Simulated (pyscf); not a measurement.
This saddle point was located with ωB97X-D3(BJ)/def2-SVP in PySCF.

```
O
H 1 1.1337
N 2 1.4081 1 125.43
H 3 1.0170 2 119.74 1 112.70
H 3 1.0170 4 109.37 2 -143.03
B 3 1.5575 4 116.62 5 -134.74
H 6 1.2143 3 115.05 4 133.75
H 6 1.2217 7 117.45 1 -123.05
Si 1 1.6893 2 128.01 3 -120.42
H 9 1.4846 1 108.13 2 157.52
H 9 1.4881 10 110.55 1 -117.93
H 9 1.4905 10 110.41 11 -121.31
```
Charge 0, spin multiplicity 1.

Surface: singlet, charge 0. Lowest wavenumbers (cm⁻¹): 1085i, 80, 128, 169, 405.

Problem. Name the species on either side of this saddle.

Solution. H₂B–O–SiH₃ + ammonia (NH₃) ⇌ silanol (HO–SiH₃) + H₂B–NH₂, a four-centre exchange read from left to right: B–O, H–N broken and H–O, B–N formed. At CCSD(T)/def2-TZVPP + ΔMP2(QZVPP) it lies +0.49 eV from the left side and +0.54 eV from the right (each side as separated species at their lowest minima found). On the reactant side the descent ends in an adduct with a B–N contact, 0.80 eV under the separated species and 1.24 eV under the saddle at ωB97X-D3(BJ)/def2-TZVP. What is counted as formed (B–N) is already present as a longer contact in the reactant adduct; forming that adduct is a step of its own. The products may also form a dative adduct at H₂B–NH₂; it and routes through it were not searched. This is the saddle that the search found; another between the same sides may lie lower. The CCSD(T) − MP2 part came from Ansatz, without density fitting, on the same reference.
